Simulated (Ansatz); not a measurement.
Ansatz (a quantum-chemistry and plane-wave program) input (HF/aug-cc-pV(T+d)Z): A basis named .json is the Basis Set Exchange file of that set (core-valence sets with the plain set on hydrogen).

Ansatz 0.2 input:
```yaml
crystal:
  periodic: [false, false, false]
  atoms:
    - {symbol: C, position_ang: [0.01969800, -0.00797679, 0.73352803]}
    - {symbol: Cl, position_ang: [-0.01247615, 1.72980929, -0.06722393]}
    - {symbol: Cl, position_ang: [1.49955960, -0.85425955, -0.13592839]}
    - {symbol: Cl, position_ang: [-1.49403568, -0.87273440, -0.05573993]}
basis:
  gaussian:
    orbitals: aug-cc-pV_T+d_Z.json
    fitting: {mean_field: cc-pV5Z-JKFIT.json}
hamiltonian:
  xc: {name: HF}
total_charge: -1
magnetization: {spin_polarized: false}
```

Output:

```
Functional definition: HF
integrals: 0.17 GiB planned
689 factors; integrals over basis functions are off by at most 1.3e0 eV
mean field: 0.49 GiB planned
mean field evaluation 1: about -38539.7556 eV, gradient 2.9e1 eV
mean field evaluation 2: about -38540.7477 eV, gradient 2.7e1 eV
mean field evaluation 4: about -38542.4067 eV, gradient 1.8e0 eV
mean field evaluation 8: about -38542.4504 eV, gradient 8.6e-6 eV
mean field -38542.45035763 eV, -1416.4089256316 hartree, gradient 8.6e-6 eV, S^2 0.000000; 0 other end points of the search recorded, 0 dependent functions left out
reference -38542.45035763 eV, -1416.4089256316 hartree; 29, 29 occupied and 182, 182 virtual orbitals, 689 factors
Total energy: -38542.45035763 eV, -1416.4089256316 hartree
```
